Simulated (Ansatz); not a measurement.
Potential energy curve for CH6Si, SMILES [SiH3]C. The Si1–C5 bond (Si1 also carries H, H, H; C5 carries H, H, H) is pulled apart rigidly from the PBE0/def2-TZVP optimised geometry.

Level of theory: unrestricted PBE/cc-pVDZ run with Ansatz (a program for electronic structure).

The batch members p0 to p7 hold the bond at 1.54, 1.66, 1.74, 1.82, 1.87, 1.93, 2.02, 2.10 Å.

Ansatz input:

Ansatz 0.2 input:
```yaml
# input.yaml
basis:
  gaussian: { orbitals: cc-pvdz }
hamiltonian:
  xc: pbe
batch:
  members: [p0.yaml, p1.yaml, p2.yaml, p3.yaml, p4.yaml, p5.yaml, p6.yaml, p7.yaml]

# p4.yaml, one of the 8 members of this batch
crystal:
  periodic: [false, false, false]
  atoms:
    - { symbol: Si, position_ang: [0.0, 0.0, 0.0] }
    - { symbol: H, position_ang: [-1.20540465, -0.69593651, -0.52662739] }
    - { symbol: H, position_ang: [1.20539555, -0.69594433, -0.52663776] }
    - { symbol: H, position_ang: [0.0, 1.3918654, -0.52666313] }
    - { symbol: C, position_ang: [0.0, 0.0, 1.87] }
    - { symbol: H, position_ang: [-0.88415675, 0.51044747, 2.25798251] }
    - { symbol: H, position_ang: [0.88414125, 0.51047495, 2.25798313] }
    - { symbol: H, position_ang: [0.00001108, -1.02092828, 2.25798105] }
total_charge: 0
magnetization:
  spin_polarized: true
```

Lines of the output on each member:

```
Member 3: Total energy: -9006.19619136 eV, -330.9716054133 hartree
Member 2: Total energy: -9005.98081390 eV, -330.9636904379 hartree
Member 4: Total energy: -9006.24867702 eV, -330.9735342257 hartree
Member 1: Total energy: -9005.54755382 eV, -330.9477684235 hartree
Member 0: Total energy: -9004.29362814 eV, -330.9016875048 hartree
Member 5: Total energy: -9006.24831583 eV, -330.9735209526 hartree
Member 6: Total energy: -9006.15126101 eV, -330.9699542536 hartree
Member 7: Total energy: -9005.99693804 eV, -330.9642829889 hartree
```

The unrestricted solution behind UKS-PBE changes between 3.43 and 3.96 Å, which can leave a kink. The unrestricted determinant behind UKS-PBE is spin-contaminated at 3.43 to 5.45 Å (<S²> up to 1.0, against 0.00 for a pure singlet).
